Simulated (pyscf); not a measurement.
This saddle point was located with ωB97X-D3(BJ)/def2-SVP in PySCF.

```xyz
5

Zn     0.4286     0.5843     0.0844
H      0.9869    -0.1040    -1.4361
H      0.9411     1.2641     1.3463
H     -1.0589     0.0401    -0.6829
H     -0.1211    -0.1448    -1.2690
```
Charge 0, spin multiplicity 1.

Surface: singlet, charge 0. Lowest wavenumbers (cm⁻¹): 1582i, 479, 592, 979, 1342.

**Question.** What reaction is this the transition state of?

**Answer.** ZnH₂ (SMILES [ZnH2]) + H₂ (SMILES [H][H]) <-> ZnH₂ (SMILES [ZnH2]) + H₂ (SMILES [H][H]), a four-centre exchange read from left to right: H–Zn, H–H broken and H–Zn, H–H formed. At ωB97M-D3(BJ)/def2-TZVP it lies +38.8 kcal/mol from the left side and +38.8 kcal/mol from the right (each side as separated species at their lowest minima found). At the saddle there is also a short H–Zn contact that neither side keeps. This is the saddle that the search found; another between the same sides may lie lower. Elements up to Kr have no core potential and no relativistic terms here.
